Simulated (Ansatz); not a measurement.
`O=BO`. Total charge 0; spin multiplicity 1.

Task: What are the harmonic wavenumbers in cm⁻¹ at PBE0-D4/def2-TZVP (Ansatz, finite differences of forces, unscaled)? (Estimate.)

Result: Ansatz gave: 463, 520, 937, 1040, 2114, 3904.

Task: Is this a minimum?

Result: Yes, all 6 modes are real.

Task: Give the ideal-gas thermochemistry at 298.15 K and 1 bar (rigid rotor, harmonic oscillator; point group Cs, symmetry number 1).

Result: Zero-point energy 53.7 kJ/mol; H(298) − E = 65.0 kJ/mol; entropy 242.6 J/(mol·K), of which translation 156.0, rotation 80.1, vibration 6.6; G(298) − E = -7.3 kJ/mol.

Task: And at 400, 500, 600, 800 and 1000 K?

Result: 
| T (K) | H − E (kJ/mol) | S (J/mol/K) | G − E (kJ/mol) |
| --- | --- | --- | --- |
| 400 | 70.1 | 257.3 | -32.8 |
| 500 | 75.6 | 269.6 | -59.1 |
| 600 | 81.5 | 280.2 | -86.6 |
| 800 | 94.0 | 298.2 | -144.6 |
| 1000 | 107.4 | 313.1 | -205.7 |
